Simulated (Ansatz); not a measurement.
Input (CCSDT(Q)/cc-pVDZ; Ansatz, an electronic-structure program):

Ansatz 0.2 input:
```yaml
crystal:
  periodic: [false, false, false]
  atoms:
    - {symbol: C, position_ang: [0.00475777, 1.17087239, -0.20055261]}
    - {symbol: O, position_ang: [0.00676578, 0.00281715, 0.58815258]}
    - {symbol: C, position_ang: [-0.00924088, -1.17273908, -0.18916610]}
    - {symbol: H, position_ang: [0.01767394, 2.02306382, 0.47733101]}
    - {symbol: H, position_ang: [0.88820493, 1.21755679, -0.85148048]}
    - {symbol: H, position_ang: [-0.89276547, 1.22829401, -0.83104463]}
    - {symbol: H, position_ang: [-0.00646616, -2.01839711, 0.49696658]}
    - {symbol: H, position_ang: [-0.90742261, -1.22555868, -0.81912250]}
    - {symbol: H, position_ang: [0.87354780, -1.23629590, -0.83955836]}
basis:
  gaussian:
    orbitals: cc-pVDZ
magnetization: {spin_polarized: false}
correlation: {method: ccsdt_q, electrons: outside_noble_gas}
```

Output:

```
Functional definition: HF
integrals: 0.07 GiB planned
1390 factors; integrals over basis functions are off by at most 1.6e-7 eV
mean field: 0.21 GiB planned
mean field evaluation 1: about -4191.1429 eV, gradient 2.4e1 eV
mean field evaluation 2: about -4191.1442 eV, gradient 2.4e1 eV
mean field evaluation 4: about -4192.5917 eV, gradient 3.6e0 eV
mean field evaluation 8: about -4192.6192 eV, gradient 3.2e-5 eV
mean field evaluation 16: about -4192.6186 eV, gradient 3.8e-1 eV
mean field -4192.61915806 eV, -154.0759121994 hartree, gradient 9.9e-7 eV, S^2 0.000000; 0 other end points of the search recorded, 0 dependent functions left out
3 core orbitals not correlated
reference -4192.61915806 eV, -154.0759121994 hartree; 10, 10 occupied and 59, 59 virtual orbitals, 1390 factors
second order -13.01460324 eV of doubles, -0.00000000 eV of singles
coupled cluster: 2.59 GiB planned
cycle   1  -13.65501207 eV  change   -6.4e-1 eV  update   8.7e-2
cycle   2  -14.22856366 eV  change   -5.7e-1 eV  update   3.5e-2
cycle   3  -14.47116451 eV  change   -2.4e-1 eV  update   1.7e-2
cycle   4  -14.45118419 eV  change    2.0e-2 eV  update   4.0e-3
cycle   5  -14.44680856 eV  change    4.4e-3 eV  update   2.1e-3
cycle   6  -14.44855280 eV  change   -1.7e-3 eV  update   7.3e-4
cycle   7  -14.44890664 eV  change   -3.5e-4 eV  update   2.7e-4
cycle   8  -14.44877389 eV  change    1.3e-4 eV  update   1.1e-4
cycle   9  -14.44873366 eV  change    4.0e-5 eV  update   3.4e-5
cycle  10  -14.44877498 eV  change   -4.1e-5 eV  update   1.2e-5
cycle  11  -14.44874439 eV  change    3.1e-5 eV  update   5.1e-6
cycle  12  -14.44874442 eV  change   -2.6e-8 eV  update   1.6e-6
perturbative correction -0.02612363 eV, -0.0009600255 hartree
Total energy: -4207.09402610 eV, -154.6078537885 hartree
```
